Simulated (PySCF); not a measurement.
C₄H₉N.
SMILES with atom numbers: `[CH3:1]/[CH:2]=[N:3]\[CH2:4][CH3:5]` (hydrogens: H6, H7, H8 on C1; H9 on C2; H10, H11 on C4; H12, H13, H14 on C5)

A GFN2-xTB structure was refined with PBE0-D3(BJ)/def2-SVP geometry optimisation, gas phase in PySCF. Its GFN2-xTB values:

```tsv
coordinate	GFN2-xTB
C1–C2	1.500 Å
C1–H6	1.089 Å
C2=N3	1.254 Å
C2–H9	1.087 Å
N3–C4	1.441 Å
C4–C5	1.525 Å
C4–H10	1.098 Å
C5–H12	1.087 Å
C1–C2–N3	129.9°
C2–N3–C4	123.0°
N3–C4–C5	108.9°
```

How do these coordinates change at the PBE0-D3(BJ)/def2-SVP level?

```json
{"coordinate": "C2–H9", "PBE0-D3(BJ)/def2-SVP (Å or °)": "1.104", "change": "+0.017"}
{"coordinate": "C1–H6", "PBE0-D3(BJ)/def2-SVP (Å or °)": "1.103", "change": "+0.014"}
{"coordinate": "C5–H12", "PBE0-D3(BJ)/def2-SVP (Å or °)": "1.100", "change": "+0.013"}
{"coordinate": "C2=N3", "PBE0-D3(BJ)/def2-SVP (Å or °)": "1.266", "change": "+0.012"}
{"coordinate": "C4–H10", "PBE0-D3(BJ)/def2-SVP (Å or °)": "1.107", "change": "+0.009"}
{"coordinate": "C4–C5", "PBE0-D3(BJ)/def2-SVP (Å or °)": "1.517", "change": "-0.008"}
{"coordinate": "N3–C4", "PBE0-D3(BJ)/def2-SVP (Å or °)": "1.448", "change": "+0.007"}
{"coordinate": "C1–C2", "PBE0-D3(BJ)/def2-SVP (Å or °)": "1.499", "change": "-0.001"}
{"coordinate": "C2–N3–C4", "PBE0-D3(BJ)/def2-SVP (Å or °)": "120.7", "change": "-2.3"}
{"coordinate": "N3–C4–C5", "PBE0-D3(BJ)/def2-SVP (Å or °)": "110.6", "change": "+1.7"}
{"coordinate": "C1–C2–N3", "PBE0-D3(BJ)/def2-SVP (Å or °)": "129.2", "change": "-0.7"}
```

The energy falls by 4.6 kJ/mol over 5 energy and gradient evaluations, the largest force component goes from 0.0145 to 2.7e-04 Eh/bohr, and the atoms move by 0.047 Å rms after alignment. The bond that changes most is C2–H9 (imine carbon to hydrogen on a C=N carbon), which lengthens by 0.017 Å. Bonds longer at the end by more than 0.005 Å: 11 of 13; shorter: 1. Rotational constants go from 15806, 2588, 2320 to 15171, 2614, 2327 MHz.

The run used 115 basis functions and 33 SCF cycles in all. Hardware: Arm Neoverse V1, one thread, shared host. Cost: 20 s wall.

Stationary, but not proved a minimum. The numbers are those of one conformer.

The values belong to the conformer `[CH3:1]/[CH:2]=[N:3]\[CH2:4][CH3:5]`: C2–N3–C4–C5 -179°.
